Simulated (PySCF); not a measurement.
thiophene (C4H4S), SMILES c1ccsc1. Coordinates come from a PBE0-D3(BJ)/def2-SVP optimisation.

Computed equilibrium geometry at PBE0-D3(BJ)/def2-SVP (PySCF confirms it by a frequency run) as Cartesian coordinates in Å, and its point group:
point group C2v.
```xyz
9

C      0.0000     0.7121     1.2698
C      0.0000    -0.7121     1.2698
C      0.0000    -1.2349     0.0031
S      0.0000     0.0000    -1.1895
C      0.0000     1.2349     0.0031
H      0.0000     1.3256     2.1718
H      0.0000    -1.3256     2.1718
H      0.0000    -2.2830    -0.2933
H      0.0000     2.2830    -0.2933
```
Charge 0, spin multiplicity 1.
